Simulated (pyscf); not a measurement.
Structures and frequencies: ωB97X-D3(BJ)/def2-SVP in PySCF.

### Question
For the elementary gas-phase step `[CH3][SiH3]` + `[SiH3]` [doublet] -> `[CH3][SiH2]` [doublet] + `[SiH4]` (doublet surface; H–Si broken, H–Si formed), what barrier and reaction energy does ωB97M-D3(BJ)/def2-TZVP give, measured from the separated reactants?

### Answer
ΔE‡ = 9.7 kcal/mol, ΔE = +0.8 kcal/mol. Zero-point energy shifts the barrier by -2.1 kcal/mol. It is a hydrogen abstraction, with an imaginary mode of 1429i cm⁻¹. One saddle was located; it need not be the lowest between these sides. The angle at the transferred H is 172°.
